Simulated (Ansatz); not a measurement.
Two shapes of triplet C₄H₈.

Shape 1:

```xyz
12

C    -0.7095    0.5967    0.0872
C    -0.4598   -0.6357    0.5088
C     0.1655    1.4944   -0.7416
C     0.7658   -1.4731    0.2773
H    -1.6673    1.0274    0.3659
H    -1.2316   -1.1189    1.1007
H     1.1099    1.0305   -1.0190
H    -0.3496    1.7853   -1.6609
H     0.3931    2.4163   -0.2002
H     1.5245   -0.9632   -0.3128
H     1.2189   -1.7595    1.2301
H     0.5017   -2.3994   -0.2397
```

Shape 2:

```xyz
12

C     0.6852   -0.5825    0.2771
C     0.1538    0.5547    0.7445
C     0.2992   -1.3348   -0.9547
C    -0.9586    1.3567    0.1517
H     1.5029   -1.0253    0.8591
H     0.5769    0.9562    1.6736
H    -0.5221   -0.8595   -1.5087
H     1.1568   -1.4310   -1.6420
H    -0.0141   -2.3629   -0.7059
H    -1.3546    0.9218   -0.7765
H    -1.7970    1.4522    0.8623
H    -0.6262    2.3842   -0.0738
```

Basis set: def2-SVP (spherical functions). Left uncorrelated: 4 orbitals. Charge 0, multiplicity 3.

Computed with Ansatz (development build ahead of 0.2.0); each method stands on the lowest determinant of its kind that the runs found.

(1) Which shape is lower in energy, and by how much in each method?

Results:

(1)

```json
{"method": "UHF", "E(2) − E(1) (eV)": "-0.141"}
{"method": "UHF-MP2", "E(2) − E(1) (eV)": "-0.168"}
```

Shape 2 is lower. Caution: another spin multiplicity may lie lower.
